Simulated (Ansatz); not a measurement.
Basis-set extrapolation for C3H3FO, SMILES `OCC#CF` (PBE0-D4/def2-TZVP geometry, frozen core, the Gaussian-basis code of Ansatz). Multiplicity 1, RHF reference.

|  | def2-TZVPP | def2-QZVPP |
| --- | --- | --- |
| HF | -289.661623 | -289.674363 |
| MP2 correlation | -0.949426 | -1.023206 |
| CCSD(T) correlation | -1.004658 | not run |

Energies in hartree. Use E(X) = E(∞) + A·exp(−7.88·√X) for Hartree–Fock and E(X) = E(∞) + B·X^(−2.97) for correlation, with X = 3 and 4, and add CCSD(T) minus MP2 of the smaller set to the MP2 limit.

Q: What is the CCSD(T) energy at the basis-set limit?

A: HF limit: -289.674363 + (-0.012740) × 0.13774 = -289.67612. MP2 limit: -1.023206 + (-0.073780) × 0.74074 = -1.07786. Higher-order term: -1.004658 − (-0.949426) = -0.05523. Total: -290.80921 hartree, 3.89 eV below CCSD(T)/def2-TZVPP.
